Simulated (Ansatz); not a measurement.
CH3O (SMILES [CH2]O) moved off its minimum; all values from Ansatz (a first-principles code), cores frozen in correlated methods. Open shells are unrestricted.
(charge 0, multiplicity 2)
```xyz
5

C     -0.63414     0.24727     0.13883
O      0.54853    -0.34076    -0.08669
H     -1.45225    -0.40496    -0.06032
H     -0.68374     1.32015    -0.02795
H      1.26815     0.31580    -0.00473
```

**Question.** Give the forces (eV/Å), the total energy and the dipole at CCSD(T)/cc-pVTZ.

**Answer.** 
```
atom      Fx      Fy      Fz
----  ------  ------  ------
C1    -0.391   1.021   0.173
O2     1.932  -0.193  -0.122
H3    -0.557  -0.158  -0.065
H4    -0.289  -0.125   0.058
H5    -0.695  -0.546  -0.044
```
Energy -114.8866 hartree, dipole 1.48 D.
